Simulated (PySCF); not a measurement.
# C2H4ClF (Ethane, 1-chloro-2-fluoro-): the cost of one run

Computed with PySCF 2.14.0, with density-fitted response routines of our own, on a single molecule in the gas phase. Atoms count from 0, in the outputs and in this text.

## Step 1: The molecule as given

8 atoms, charge 0, multiplicity 1; geometry from: MMFF94s. The atoms were then displaced at random by about 0.03 Å, so the start is not that level's minimum.

Bonds of the start (Å): F0–C1 1.37, C1–C2 1.47, C2–Cl3 1.89, C1–H4 1.11, C1–H5 1.11, C2–H6 1.09, C2–H7 1.12.

## Step 2: Optimising the geometry at PBE0-D3(BJ)/def2-SVP

The job: settings as JSON, then the geometry in Å.

```
{"job": {"xc": "PBE0", "basis": "def2-SVP", "d3": "d3bj", "grid": 1, "shake": 0.03, "kind": "geom"}, "charge": 0, "multiplicity": 1}
F     -1.518890    -0.910730     0.225630
C     -0.758480     0.213980     0.051070
C      0.617620    -0.293630    -0.073210
Cl     1.926650     1.059080    -0.262980
H     -1.054450     0.743910    -0.877750
H     -0.883290     0.899670     0.915010
H      0.809220    -0.970260    -0.899460
H      0.999830    -0.827680     0.837980
```

The run is started by

```bash
$ OMP_NUM_THREADS=1 python probes_run.py task.json out
```

The driver reads the jobs from task.json and runs them one after another.

**Question.** How long does this first job take on 1 thread of Arm Neoverse V1, shared host, and how much memory does it need?

About 16 s, with a peak of 0.33 GiB.
